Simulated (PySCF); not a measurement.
# MgSi: bond curves at several levels of theory

The task here is to estimate one member of a computed series from the others.

Program: PySCF 2.14.0. Level of theory: Mg pcseg-1, Si pcseg-1, no relativity. These are calculated values, not measurements.

1 further run of the same task is left out (set aside as unsound or not needed).

The first run:

Settings of the job:

| Property | Result |
| --- | --- |
| atoms | Mg, Si |
| charge | 0 |
| basis | Mg pcseg-1, Si pcseg-1 |
| Hamiltonian | no relativity |
| basis functions | 28 |
| electrons treated | 26 |
| masses in u | 23.9850, 27.9769 |
| levels | PBE0, PBE, r²SCAN, BP86, BLYP, TPSS, HF |
| grid | 80 radial by 434 angular points |
| occupations | held fixed by the projection of orbital angular momentum |
| dissociation limit | Mg + Si, each in its ground configuration |
| starting distance in angstrom | 2.470 |
| values of 2S to try | 0, 2 |

Among the steps run: Set-up; The PBE0 curve of the state that the search chose; Higher solutions at PBE0; PBE (GGA); r²SCAN; BP86; BLYP; TPSS (meta-GGA); ROHF.

One table of the session follows, with a row left open; its other results are not shown here.

It belongs to the step «Constants by level of theory». 

```
 level  Re (Å)  ωe (cm⁻¹)  De (eV)  μ (D)
  ROHF   2.949      126.9    0.126  -3.60
   PBE   2.594      290.2     1.09  -4.23
  BLYP       ?          ?        ?      ?
  BP86   2.597      286.5     1.03  -4.23
  TPSS   2.594      291.6     1.06  -4.30
r²SCAN   2.582        302     1.14  -4.40
  PBE0   2.600      285.9     0.97  -4.39
```

Q: Estimate the row for BLYP from the others.

As computed: Re (Å): 2.628; ωe (cm⁻¹): 266.1; De (eV): 0.81; μ (D): -4.00. In the column «Re (Å)» it lies between PBE0 (2.600) and ROHF (2.949).

De is counted to Mg + Si in their ground configurations.
